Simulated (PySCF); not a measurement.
# Unknown: peak-picked proton spectrum

Formula C₃H₈. The spectrum was simulated from the full spin Hamiltonian at 600 MHz with 1.2 Hz Lorentzian lines, from shifts rounded to 0.01 ppm and J to 0.1 Hz, couplings under 1 Hz left out.

Maxima in Hz from TMS (height), grouped by integral:
2H: 843.8 (5), 836.0 (13), 828.2 (18), 820.6 (14), 813.0 (6)
6H: 607.6 (48), 599.9 (100), 592.2 (42)

PySCF 2.14 calculation with structure optimised with GFN2-xTB, J couplings at B3LYP/pcJ-1 (without the spin–dipole term) and PBE0/pcSseg-1 with gauge-including orbitals; rapidly exchanging positions averaged, one conformer, in vacuum, no relativistic terms.

Scale: 1H (σ = 31.72 ppm) against TMS (reference shieldings calculated alike).

**Question.** Analyse the multiplets.

**Answer.** 1H NMR (600 MHz, computed): δ 1.38 (sept, J = 7.7 Hz, 2H), 1.00 (t, J = 7.7 Hz, 6H). These are first-order names from the parameters used; overlap and second-order distortion can hide them in the list.

**Question.** What is the compound?

**Answer.** `CCC`.

Numbering as in the mapped SMILES `[CH3:1][CH2:2][CH3:3]` (H(Xn): hydrogen on atom n).

- δ 1.38: H(C2), hydrogen on an sp3 CH2, coupled to H(C1)/H(C3) (7.7 Hz).
- δ 1.00: H(C1)/H(C3), hydrogen on a methyl carbon, coupled to H(C2) (7.7 Hz).

Multiplet labels drop couplings under 1 Hz and merge nearly equal ones. Unscaled 3J(H,H) at this level run about 10 % above measured values.
